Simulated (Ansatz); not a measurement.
The same path of CH6N3 (10 atoms, charge 1, multiplicity 1) was run twice with different band settings. The coordinate that changes most is the dihedral N4–C2–N3–H7.

These are results of RKS B3LYP-D4/def2-SVP in Ansatz 0.2.0, not measurements.

Relaxed end points:

```xyz
10
Properties=species:S:1:pos:R:3
N -1.122 0.515 -0.510
C -0.001 -0.001 0.001
N 0.515 -1.120 -0.515
N 0.606 0.604 1.026
H -1.600 0.077 -1.288
H -1.532 1.364 -0.138
H 1.365 -1.531 -0.145
H 0.074 -1.597 -1.293
H 1.459 0.233 1.430
H 0.236 1.455 1.433
```

```xyz
10
Properties=species:S:1:pos:R:3
N -1.122 0.515 -0.510
C -0.001 -0.001 0.001
N 0.515 -1.120 -0.515
N 0.606 0.604 1.026
H -1.600 0.077 -1.288
H -1.532 1.364 -0.138
H 0.074 -1.597 -1.293
H 1.365 -1.531 -0.146
H 1.459 0.233 1.430
H 0.236 1.455 1.433
```

Common settings: spring 5.0 eV/Å²; optimiser quadratic models (default); start path IDPP; force threshold 0.03 eV/Å; end points relaxed.

| run | movable images | climbing image | iteration limit |
| --- | --- | --- | --- |
| 1 | 7 | yes | 38 |
| 2 | 3 | no | 60 |

(1) What does each run give, and how far can it be trusted?

Answers

(1) Run 1: converged after 6 iterations, highest image 0.655 eV above the first end. A vibrational analysis at the climbing image gives 2 clearly imaginary modes (594i, 479i cm⁻¹): a point of higher order, so a lower path passes nearby.
Run 2: converged after 6 iterations, highest image 0.655 eV above the first end. No image climbed, so the highest image needn't sit at the top of the path. So few images can step over the top or miss a turn of the path.
Limits of this set-up: the dipole of an ion depends on the origin.
